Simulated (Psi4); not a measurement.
# quartet N2H at 5 levels

Wanted: a comparison of 5 runs (U-revPBE/def2-TZVPPD, UB3LYP/def2-TZVPPD, UCAM-B3LYP/def2-TZVPPD, UM06-L/def2-TZVPPD, UPBE0/def2-TZVPPD) of quartet N2H. 

The calculation is run with Psi4 1.11.

### 1 The structure to begin with

N2H: 3 atoms, total charge 0, spin state quartet. As SMILES of the parent species, `[N]=N`. The coordinates come from a PBE0-D4/def2-TZVP relaxation. That shape belongs to the parent species and isn't relaxed for this state.

Bond lengths: N1–N2 1.165 Å, N2–H3 1.057 Å. Angles: N1–N2–H3 117.5°.

### 2 A single-point energy at U-revPBE/def2-TZVPPD (run 1)

File input.json:

```json
{
 "schema_name": "qcschema_input",
 "schema_version": 1,
 "molecule": {
  "schema_name": "qcschema_molecule",
  "schema_version": 2,
  "symbols": ["N", "N", "H"],
  "geometry": [1.3427071, -1.14653463, 0.61639087, -0.50769382, -0.41141227, -0.32144241, -0.83501328, 1.55794691, -0.29494845],
  "molecular_charge": 0,
  "molecular_multiplicity": 4,
  "fix_symmetry": "c1"
 },
 "driver": "energy",
 "model": {
  "method": "revpbe",
  "basis": "def2-TZVPPD"
 },
 "keywords": {
  "reference": "uks",
  "puream": true,
  "e_convergence": 1e-09,
  "d_convergence": 1e-08,
  "scf_type": "pk",
  "dft_radial_points": 99,
  "dft_spherical_points": 590,
  "maxiter": 100,
  "scf_properties": ["QUADRUPOLE", "DIPOLE", "MULLIKEN_CHARGES"]
 }
}
```

Command:

```console
$ psi4 --qcschema input.json -n 1 --memory 2200MB
```

stdout:

```text
[...]
  Running in c1 symmetry.
[...]
  Nuclear repulsion =   27.719687070139454
[...]
  Multiplicity = 4
[...]
  Nalpha       = 9
  Nbeta        = 6
[...]
    Number of basis functions: 91
[...]
   @UKS iter   1:  -109.69784726107596    2.35646e-03   6.11953e-03 DIIS/ADIIS
[...]
   @UKS iter  13:  -109.83156994107536   -1.05445e-11   4.17540e-09 DIIS
[...]
   @S^2 Observed:                3.755238155E+00
[...]
  @UKS Final Energy:  -109.83156994107536
   => Energetics <=
    Nuclear Repulsion Energy =             27.7196870701394538
    One-Electron Energy =                -203.1504682466978124
    Two-Electron Energy =                  79.7276552961700560
    DFT Exchange-Correlation Energy =     -14.1284440606870625
    Empirical Dispersion Energy =           0.0000000000000000
    VV10 Nonlocal Energy =                  0.0000000000000000
    Total Energy =                       -109.8315699410753581
[...]
 Multipole Moments:
 ------------------------------------------------------------------------------------
     Multipole            Electronic (a.u.)      Nuclear  (a.u.)        Total (a.u.)
 ------------------------------------------------------------------------------------
 L = 1.  Multiply by 2.5417464519 to convert [e a0] to [Debye]
 Dipole X            :          0.3873470           -0.6278990           -0.2405521
 Dipole Y            :         -0.7987787            1.1239941            0.3252154
 Dipole Z            :         -0.0000000            0.0000000           -0.0000000
 Magnitude           :                                                    0.4045125
 L = 2.  Multiply by 1.3450342976 to convert [e a0^2] to [Debye ang]
 Quadrupole XX       :        -25.8490370           16.6767116           -9.1723254
 Quadrupole XY       :          7.5708966           -8.2754997           -0.7046031
[...]
```

The result, in JSON:

```text
{
 "driver": "energy",
 "model": {
  "method": "revpbe",
  "basis": "def2-TZVPPD"
 },
 "success": true,
 "return_result": -109.83156994107536,
 "properties": {
  "calcinfo_nbasis": 91,
  "calcinfo_nmo": 91,
  "calcinfo_nalpha": 9,
  "calcinfo_nbeta": 6,
  "calcinfo_natom": 3,
  "nuclear_repulsion_energy": 27.719687070139454,
  "return_energy": -109.83156994107536,
  "scf_one_electron_energy": -203.1504682466978,
  "scf_two_electron_energy": 79.72765529617006,
  "scf_xc_energy": -14.128444060687062,
  "scf_dipole_moment": [-0.24055205978271826, 0.3252153846942075, -1.113922497039059e-09],
  "scf_total_energy": -109.83156994107536,
  "scf_iterations": 13
 }
}
```

It took 18 s on 1 thread of AMD EPYC 7R43 (Zen 3), shared host; peak memory 0.77 GiB.

### 3 A single-point energy at UB3LYP/def2-TZVPPD (run 2)

File input.inp:

```
memory 2.2 GB

molecule {
  0 4
  N      1.34270710    -1.14653463     0.61639087
  N     -0.50769382    -0.41141227    -0.32144241
  H     -0.83501328     1.55794691    -0.29494845
  units au
  symmetry c1
  no_reorient
  no_com
}

set {
  reference            uks
  puream               true
  e_convergence        1e-09
  d_convergence        1e-08
  scf_type             pk
  dft_radial_points    99
  dft_spherical_points 590
  maxiter              100
}

e_tot = energy('b3lyp/def2-TZVPPD')
```

Command:

```console
$ psi4 input.inp input.out -n 1
```

input.out:

```text
[...]
  Running in c1 symmetry.
[...]
  Nuclear repulsion =   27.719687070139450
[...]
  Multiplicity = 4
[...]
  Nalpha       = 9
  Nbeta        = 6
[...]
    Number of basis functions: 91
[...]
   @UKS iter   1:  -109.75079761959869   -1.05453e-01   5.42904e-03 ADIIS/DIIS
[...]
   @UKS iter  13:  -109.85643011959192   -2.44427e-12   3.45477e-09 DIIS
[...]
   @S^2 Observed:                3.758091953E+00
[...]
  @UKS Final Energy:  -109.85643011959192
   => Energetics <=
    Nuclear Repulsion Energy =             27.7196870701394502
    One-Electron Energy =                -203.1940669415217826
    Two-Electron Energy =                  77.0639050165529511
    DFT Exchange-Correlation Energy =     -11.4459552647625511
    Empirical Dispersion Energy =           0.0000000000000000
    VV10 Nonlocal Energy =                  0.0000000000000000
    Total Energy =                       -109.8564301195919199
[...]
 Multipole Moments:
 ------------------------------------------------------------------------------------
     Multipole            Electronic (a.u.)      Nuclear  (a.u.)        Total (a.u.)
 ------------------------------------------------------------------------------------
 L = 1.  Multiply by 2.5417464519 to convert [e a0] to [Debye]
 Dipole X            :         -5.3047117            5.0100797           -0.2946320
 Dipole Y            :          9.7027319           -9.3476814            0.3550505
 Dipole Z            :         -1.8941240            1.7696908           -0.1244333
 Magnitude           :                                                    0.4778624
[...]
```

Wall time 16 s (1 thread of AMD EPYC 7R43 (Zen 3), shared host); peak memory 0.76 GiB.

Runs 3 to 4 aren't shown in full; the table further down has their settings and results.

### 4 Energy and gradient at UPBE0/def2-TZVPPD (run 5)

File job.py:

```python
import psi4

psi4.set_memory('2200 MB')
psi4.set_num_threads(1)
psi4.set_output_file('hn2.out', False)

mol = psi4.geometry("""
0 4
N      0.710530    -0.606720     0.326180
N     -0.268660    -0.217710    -0.170100
H     -0.441870     0.824430    -0.156080
symmetry c1
no_reorient
no_com
""")

options = {'basis': 'def2-TZVPPD', 'reference': 'uks', 'puream': True, 'e_convergence': 1e-09, 'd_convergence': 1e-08, 'scf_type': 'pk', 'dft_radial_points': 99, 'dft_spherical_points': 590, 'maxiter': 100}
psi4.set_options(options)

E = psi4.gradient("pbe0")
print('gradient / Eh bohr^-1')
print(E.np.round(6))
for k, v in sorted(psi4.core.scalar_variables().items()):
    print(f'{k:45s} {v:18.10f}')
```

Command:

```console
$ python job.py
```

hn2.out:

```text
[...]
  Running in c1 symmetry.
[...]
  Nuclear repulsion =   27.719687010035415
[...]
  Multiplicity = 4
[...]
  Nalpha       = 9
  Nbeta        = 6
[...]
    Number of basis functions: 91
[...]
   @UKS iter   1:  -109.64578618663583   -1.51610e-01   4.85898e-03 ADIIS/DIIS
[...]
   @UKS iter  13:  -109.73191412371791   -7.46070e-12   5.25789e-09 DIIS
[...]
   @S^2 Observed:                3.758466269E+00
[...]
  @UKS Final Energy:  -109.73191412371791
   => Energetics <=
    Nuclear Repulsion Energy =             27.7196870100354147
    One-Electron Energy =                -203.1672212088955405
    Two-Electron Energy =                  76.3559926123342478
    DFT Exchange-Correlation Energy =     -10.6403725371920412
    Empirical Dispersion Energy =           0.0000000000000000
    VV10 Nonlocal Energy =                  0.0000000000000000
    Total Energy =                       -109.7319141237179139
[...]
  -Total Gradient:
     Atom            X                  Y                   Z
    ------   -----------------  -----------------  -----------------
       1       -0.215311440989     0.086902850287    -0.108982944890
       2        0.216560545855    -0.102129860885     0.108075225692
       3       -0.001248871728     0.015226879897     0.000907833375
[...]
```

On the terminal:

```text
gradient / Eh bohr^-1
[[-0.215311  0.086903 -0.108983]
 [ 0.216561 -0.10213   0.108075]
 [-0.001249  0.015227  0.000908]]
CURRENT ENERGY                                   -109.7319141237
CURRENT REFERENCE ENERGY                         -109.7319141237
DD SOLVATION ENERGY                                 0.0000000000
DFT FUNCTIONAL TOTAL ENERGY                      -109.7319141237
DFT TOTAL ENERGY                                 -109.7319141237
DFT VV10 ENERGY                                     0.0000000000
DFT XC ENERGY                                     -10.6403725372
GRID ELECTRONS ALPHA                                8.9999999996
GRID ELECTRONS BETA                                 5.9999999985
GRID ELECTRONS TOTAL                               14.9999999982
NUCLEAR REPULSION ENERGY                           27.7196870100
ONE-ELECTRON ENERGY                              -203.1672212089
PCM POLARIZATION ENERGY                             0.0000000000
PE ENERGY                                           0.0000000000
SCF ITERATION ENERGY                             -109.7319141237
SCF ITERATIONS                                     13.0000000000
SCF TOTAL ENERGY                                 -109.7319141237
TWO-ELECTRON ENERGY                                76.3559926123
XC GRID RADIAL POINTS                              99.0000000000
XC GRID SPHERICAL POINTS                          590.0000000000
XC GRID TOTAL POINTS                           170778.0000000000
```

Run time: 25 s. Hardware: 1 thread of AMD EPYC 7R43 (Zen 3), shared host; peak memory 0.76 GiB.

### 5 All runs side by side

```
run                   level      task  energy (Eh)  dipole moment (D)  HOMO energy (eV)   ⟨S²⟩  wall time
  1    U-revPBE/def2-TZVPPD    energy  -109.831570               1.03             -3.22  3.755       18 s
  2      UB3LYP/def2-TZVPPD    energy  -109.856430               1.21             -4.63  3.758       16 s
  3  UCAM-B3LYP/def2-TZVPPD    energy  -109.808174               1.32             -6.39  3.758       32 s
  4      UM06-L/def2-TZVPPD    energy  -109.842080               0.96             -3.35  3.762       37 s
  5       UPBE0/def2-TZVPPD  gradient  -109.731914               1.20             -4.90  3.758       25 s
```

### 6 Outcome

```
                                 quantity          value
                      run 5: total energy  -109.73191 Eh
                     run 5: dipole moment         1.20 D
run 5: HOMO energy (highest over α and β)       -4.90 eV
                              run 5: ⟨S²⟩          3.758
          run 5: largest force on an atom    13.508 eV/Å
```

The dipole moment (its size) runs from 0.96 D (UM06-L/def2-TZVPPD) to 1.32 D (UCAM-B3LYP/def2-TZVPPD). Totals of different functionals can't be ranked against each other. All runs together took 2.1 min, the longest 37 s.
